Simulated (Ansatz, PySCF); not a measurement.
Bulk modulus of zinc-blende BP: levels of theory against measurement

Reference value: 176 GPa (measured, 0 K, zero-point effect removed, our sources range from 168 to 176; as tabulated in Goldzak et al. (2022), arXiv:2208.04865).

Q: What do PBE, PBE-D3(BJ), r²SCAN-D4, r²SCANh, CCSD(T) give, and how far is each from the reference?

A: 
```tsv
level (code)	value (GPa)	cell (Å³/atom)	error (%)
PBE (Ansatz)	162	11.76	-8.0
PBE-D3(BJ) (Ansatz)	170	11.45	-3.4
r²SCAN-D4 (Ansatz)	172	11.55	-2.3
r²SCANh (Ansatz)	173	11.61	-1.7
CCSD(T) (PySCF)	174 ± 5	11.50	-1.1
```

Once the reference is moved by up to 4.8 % (a margin picked here for doubts on the reference and the settings) and values within 1.7 % count as equal, the nearest can be CCSD(T) (-1.1 %), r²SCANh (-1.7 %), r²SCAN-D4 (-2.3 %) or PBE-D3(BJ) (-3.4 %). Within 15 %: PBE, PBE-D3(BJ), r²SCAN-D4, r²SCANh, CCSD(T).

A ± on a computed value is a rough bar: the spread of its extrapolation, a floor set from checks against published values, or a statistical error. Each level is taken at its own relaxed cell. Cutoffs and k meshes differ between the levels. Ansatz's density-functional and Hartree–Fock values are scalar-relativistic unless marked +SOC, with PAW data made under PBE.

Differences are worked out from the printed values.

Ansatz is a first-principles code.
